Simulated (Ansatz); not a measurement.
# CHF2+ (SMILES F[CH+]F): functionals against CCSD(T) at one geometry

Aim: energy, forces and dipole at a structure displaced at random from a GFN2-xTB minimum, from CCSD(T) and from density functionals.

Method: single points in def2-TZVPP; program: Ansatz 0.2.0, Gaussian basis.

Cores are frozen in the correlated methods.

## 1. Where the work starts

SMILES `F[CH+]F`, 4 atoms, charge 1, spin multiplicity 1.

Atoms are counted from 1 here; the program's logs count them from 0.

Bond lengths: F1–C2 1.201 Å, C2–F3 1.207 Å, C2–H4 1.101 Å. Angles: F1–C2–F3 119.6°, F1–C2–H4 121.1°, F3–C2–H4 119.3°.

Geometry (Å):

```
F    -1.0480    0.5564   -0.1387
C     0.0167    0.0203    0.0082
F     0.1092   -1.1724   -0.1486
H     0.9114    0.5980    0.2894
```

## 2. CCSD(T)/def2-TZVPP

run/in.yaml reads:

```yaml
crystal:
  periodic: [false, false, false]
  atoms:
    - {symbol: F, position_ang: [-1.048000, 0.556400, -0.138700]}
    - {symbol: C, position_ang: [0.016700, 0.020300, 0.008200]}
    - {symbol: F, position_ang: [0.109200, -1.172400, -0.148600]}
    - {symbol: H, position_ang: [0.911400, 0.598000, 0.289400]}
basis:
  gaussian: {orbitals: def2-TZVPP}
total_charge: 1
correlation: {method: ccsd_t}
output: {forces: true}
```

No record of the launch command was kept for these runs.

## 3. PBE0-D4/def2-TZVPP

Edit run/in.yaml of step 2 so:

```diff
@@ -10,3 +10,3 @@
 total_charge: 1
-correlation: {method: ccsd_t}
-output: {forces: true}
+hamiltonian: {xc: pbe0, dispersion: d4}
+output: {forces: true, orbitals: {seedname: orbitals}}
```

## 4. wB97M-V/def2-TZVPP

Edit run/in.yaml of step 3 so:

```diff
@@ -10,3 +10,3 @@
 total_charge: 1
-hamiltonian: {xc: pbe0, dispersion: d4}
-output: {forces: true, orbitals: {seedname: orbitals}}
+hamiltonian: {xc: {name: wB97M-V}}
+output: {forces: true}
```

## 5. r2SCAN-D4/def2-TZVPP

Edit run/in.yaml of step 4 so:

```diff
@@ -10,3 +10,3 @@
 total_charge: 1
-hamiltonian: {xc: {name: wB97M-V}}
+hamiltonian: {xc: r2scan, dispersion: d4}
 output: {forces: true}
```

## 6. PBE-D4/def2-TZVPP

Edit run/in.yaml of step 5 so:

```diff
@@ -10,3 +10,3 @@
 total_charge: 1
-hamiltonian: {xc: r2scan, dispersion: d4}
+hamiltonian: {xc: pbe, dispersion: d4}
 output: {forces: true}
```

## 7. CAM-B3LYP-D4/def2-TZVPP

Edit run/in.yaml of step 6 so:

```diff
@@ -10,3 +10,3 @@
 total_charge: 1
-hamiltonian: {xc: pbe, dispersion: d4}
+hamiltonian: {xc: {name: CAM-B3LYP}, dispersion: d4}
 output: {forces: true}
```

## 8. B97M-V/def2-TZVPP

Edit run/in.yaml of step 7 so:

```diff
@@ -10,3 +10,3 @@
 total_charge: 1
-hamiltonian: {xc: {name: CAM-B3LYP}, dispersion: d4}
+hamiltonian: {xc: {name: B97M-V}}
 output: {forces: true}
```

(Steps that only read results are left out.)

Before running it: what results should come out? Wanted: energy less free atoms, CCSD(T)/def2-TZVPP; RMS force component; RMS force error; HOMO and LUMO, PBE0-D4; T1 diagnostic.

**Answer**, as computed:

```
                                  quantity                                                                                               value
energy less free atoms, CCSD(T)/def2-TZVPP                                                                                       -504.3 kJ/mol
                       RMS force component                                                                1.032 to 1.556 eV/Å over the methods
                           RMS force error  PBE0-D4 0.212, wB97M-V 0.043, r2SCAN-D4 0.053, PBE-D4 0.367, CAM-B3LYP-D4 0.171, B97M-V 0.186 eV/Å
                    HOMO and LUMO, PBE0-D4                                                                                -21.25 and -10.76 eV
                             T1 diagnostic                                                                                               0.017
```

Against CCSD(T) the functionals' energies less atoms differ by -115.1 to -38.4 kJ/mol, PBE-D4 by -115.1 kJ/mol. CCSD(T) in triple zeta still lacks some correlation energy of the bonds, so part of these gaps is its own basis error and they don't rank the functionals. For forces wB97M-V does best and PBE-D4 worst. Frozen-core CCSD(T) forces in triple zeta carry basis errors of their own, and this is one geometry, so small gaps rank nothing.
